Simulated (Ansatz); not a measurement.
Si, triplet: reading a ladder of total energies

A free Si atom.

Basis 6-31++G** (Cartesian d functions); Ansatz 0.2.0. Correlated methods freeze the noble-gas cores, which leaves 4 electrons in 18 orbitals. Prefix R: restricted or restricted open-shell reference; prefix U: unrestricted.

Full CI isn't at hand for all of this; UCCSDT(Q) serves as the reference, and is uncertain by about the last step of the cluster series.

Runs differ by some tens of microhartree through their thresholds and, for an open shell, their frozen cores, so steps under 0.03 kcal/mol mean nothing.

```
    level  total energy (hartree)
      UHF             -288.832195
     UMP2             -288.872858
    UCCSD             -288.889152
 UCCSD(T)             -288.890004
   UCCSDT             -288.890310
UCCSDT(Q)             -288.890333
```

Question: What is the correlation energy at UCCSDT(Q), and what share of it do UMP2 and UCCSD(T) recover?

Answer: E(corr) = -288.890333 − (-288.832195) = -0.058138 hartree = -1.582 eV. UMP2: -0.040663 / -0.058138 = 69.94 %. UCCSD(T): -0.057809 / -0.058138 = 99.43 %.

Question: By how many kcal/mol does UCCSD(T) miss UCCSDT(Q) (1 hartree = 627.509 kcal/mol), and which steps make up the rest?

Answer: -288.890004 − (-288.890333) = 0.000329 hartree = 0.21 kcal/mol. Steps: UCCSDT − UCCSD(T) = -0.19, UCCSDT(Q) − UCCSDT = -0.01 kcal/mol. That is within 1 kcal/mol of the reference in this basis, which itself misses far more of the correlation at the basis-set limit.
